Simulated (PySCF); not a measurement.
Calculation: PBE0-D4/def2-TZVP in PySCF. All species are isolated molecules in the gas phase. 

Reference species (SMILES): `c1nccs1` (neutral, multiplicity 1).

```
Quantity                                   Result
---------------------------------------  --------
HOMO                                     -7.35 eV
hole reorganisation energy (four-point)  0.481 eV
```

Changed species: `c1ccsc1` (parent ring; the reference has 1 ring CH replaced by N).

### Question
Give the shifts of the HOMO and hole reorganisation energy (four-point).

### Answer
the HOMO increases by 0.46 eV, to -6.89 eV; the hole reorganisation energy (four-point) drops by 0.091 eV, to 0.390 eV.
